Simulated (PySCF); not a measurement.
**CH₃ClN₂, a complex of two parts: interaction energy**

Aim: the interaction energy of `N#CN` with `Cl`.

Computed with PySCF 2.14.0; each step states its level. No surroundings beyond the atoms listed, unless a continuum is named. Atoms count from 0, parts from 1.

## 1. The system as given

7 atoms, charge 0, multiplicity 1; geometry: GFN2-xTB. Parts: 1 = atoms 0–4, `N#CN`, charge 0; 2 = atoms 5–6, `Cl`, charge 0.

## 2. Geometry optimisation at PBE0-D3(BJ)/def2-SVPD

What the job is given:

```
{"job": {"xc": "PBE0", "basis": "def2-SVPD", "d3": "d3bj", "grid": 2, "kind": "geom", "shake": 0.01}, "charge": 0, "multiplicity": 1, "parts": [{"atoms": "0-4", "charge": 0, "multiplicity": 1}, {"atoms": "5-6", "charge": 0, "multiplicity": 1}]}
N     -0.624599    -0.003091    -0.206839
C      0.455256    -0.041015     0.484126
N      1.378536    -0.097009     1.136165
H     -0.895690     0.923706    -0.571074
H     -0.900953    -0.791017    -0.770113
Cl     3.876031    -0.234236     2.830659
H      2.812701    -0.181529     2.110877
```

On the command line:

```bash
$ OMP_NUM_THREADS=1 python cluster_run.py task.json out
```

The driver reads the jobs from task.json and runs them one after another.

**Question.** The jobs that follow are: CCSD(T)/aug-cc-pVDZ and MP2/aug-cc-pVTZ counterpoise interaction energy, frozen core, gas phase. Predict: rotational constants (main isotopes); interaction energy, CCSD(T) limit estimate; MP2/aug-cc-pVTZ; T1 diagnostic.

**Answer**, as computed:

| quantity | value |
| --- | --- |
| rotational constants (main isotopes) | 319.29, 1.18, 1.18 GHz |
| interaction energy, CCSD(T) limit estimate | -6.17 kcal/mol |
| MP2/aug-cc-pVTZ | -7.03 kcal/mol |
| T1 diagnostic | 0.0122 |

**Reading.** The optimisation took 6 steps and gained 0.151 eV; among the bonds of the start, N0–C1 changed most, from 1.283 to 1.325 Å. The interaction energy leaves out the deformation of the parts, 1.02 kcal/mol; with it the binding is about -5.14 kcal/mol. The estimate adds CCSD(T) less MP2 in the small basis (+1.08 kcal/mol) to extrapolated MP2. Hartree-Fock gives -3.62 against -6.17 kcal/mol.
